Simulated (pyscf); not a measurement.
Thermochemistry of product channels of Cl–GaH₂ (SMILES [Cl][GaH2]) on the singlet surface, in kcal/mol, from ωB97M-D3(BJ)/def2-TZVP energies (ideal gas, 1 atm, RRHO with modes under 100 cm⁻¹ raised to 100, one conformer, R ln 2 for rigid chiral ones). Optimised with ωB97X-D3(BJ)/def2-SVP in PySCF.

| products | ΔE | ΔH(298 K) | ΔG(298 K) | ΔG(600 K) |
|---|---|---|---|---|
| Cl–Ga (SMILES [Cl][Ga]) [singlet] + H₂ (SMILES [H][H]) | +0.4 | -0.5 | -8.1 | … |
| HCl (SMILES Cl) + GaH (SMILES [GaH]) [singlet] | … | +44.3 | +35.6 | +26.7 |

Some entries are withheld; supply them.


- Cl–Ga (SMILES [Cl][Ga]) [singlet] + H₂ (SMILES [H][H]), ΔG(600 K): -16.0
- HCl (SMILES Cl) + GaH (SMILES [GaH]) [singlet], ΔE: +45.5

These are energies of the channels, which say nothing of barriers. Elements up to Kr have no core potential and no relativistic terms here.
